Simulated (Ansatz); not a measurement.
## Relaxing MoOs2

The calculation used DFT PBE, scalar-relativistic, plane waves, PAW in Ansatz. Cutoff 420 eV, Γ-centred k mesh, Gaussian smearing, no spin polarisation in the final step.

MoOs2 was placed on the marcasite structure type (Pnnm, No. 58), with Mo in place of Fe, Os in place of S, at a guessed volume.

```
Mo Os
1.0
     4.33019    0.00000    0.00000
     0.00000    5.28496    0.00000
     0.00000    0.00000    3.29923
Mo Os
2 4
Direct
  0.00000 0.00000 0.00000
  0.50000 0.50000 0.50000
  0.20040 0.37870 0.00000
  0.79960 0.62130 0.00000
  0.70040 0.12130 0.50000
  0.29960 0.87870 0.50000
```

Cell and atoms relax at zero pressure; the relaxation can't lower the symmetry of the start. After a coarse first stage the cell is made exact in the group found at 0.06 Å.

Formation energies are uncorrected and refer to the elements' standard structures at the same level.

(1) Which crystal results?

(2) What are its volume, energy, density and gap?

## Answers

(1) It ends in Immm (No. 71). Conventional cell: a = 2.749 Å, b = 3.895 Å, c = 8.315 Å. Around Mo lie 10 Os at 2.74–2.77 Å and 2 Mo at 2.75 Å; Os has 7 Os at 2.73–2.83 Å and 5 Mo at 2.74–2.77 Å.

```
Mo Os
1.0
    -1.37466    1.94747    4.15773
     1.37466   -1.94747    4.15773
     1.37466    1.94747   -4.15773
Mo Os
1 2
Direct
  0.00000 0.00000 0.00000
  0.66998 0.66998 0.00000
  0.33002 0.33002 0.00000
```

(2) The volume per atom is 14.84 Å³. The density is 17.77 g/cm³, the energy over the elements is 0.11 eV/atom and the gap on the 20×20×20 mesh is 0 eV (a metal).

The final run used a 20×20×20 mesh on its 3-atom cell and 0.10 eV smearing. For metals, differences of a few meV/atom aren't resolved. Spin–orbit coupling is left out. A structure relaxed within its symmetry needn't be a true minimum. The steps took of the order of 12 core-minutes in all.